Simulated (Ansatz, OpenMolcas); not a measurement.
A ladder of methods for BH2O (SMILES [BH]O)

The species is BH2O (4 atoms), meant as a doublet with charge 0. As SMILES, `[BH]O`. Geometry: relaxed at PBE0-D4/def2-TZVP.

```
atom    x (Å)    y (Å)    z (Å)
   B  -0.0061  -0.4855   0.3883
   O   0.1197   0.5445  -0.4486
   H  -1.0642  -1.0324   0.5403
   H   1.0061   0.9132  -0.5003
```

Each level gives the vertical energy of the quartet above the doublet (eV). The values are calculated.

```csv
level,kind,program,value (eV),less CCSD(T)/cc-pVTZ
USVWN5/cc-pVTZ,LDA,Ansatz,7.36,-0.57
UPBE/cc-pVTZ,GGA,Ansatz,7.32,-0.61
UBHLYP/cc-pVTZ,global hybrid,Ansatz,7.76,-0.17
UM06-2X/cc-pVTZ,hybrid meta-GGA,OpenMolcas,8.03,+0.10
UHSE06/cc-pVTZ,range-separated hybrid,Ansatz,7.54,-0.39
UPBE-QIDH/cc-pVTZ,double hybrid,Ansatz,7.83,-0.10
UMP2/cc-pVTZ,perturbation theory,Ansatz,8.18,+0.25
"CASSCF(11,10)/cc-pVTZ",multireference,OpenMolcas,8.20,+0.27
UCCSD(T)/cc-pVTZ,coupled cluster or CI,Ansatz,7.93,0.00
FCI/STO-3G,exact in the basis,Ansatz,7.84,-0.09
```

UCCSD(T)/cc-pVTZ is the highest level here, not the true value. The values span 7.32 to 8.20 eV. High-level rows in very small sets aren't better than simpler rows in larger ones. The upper state's dipole differs much between rows, so they may not all be the same state.
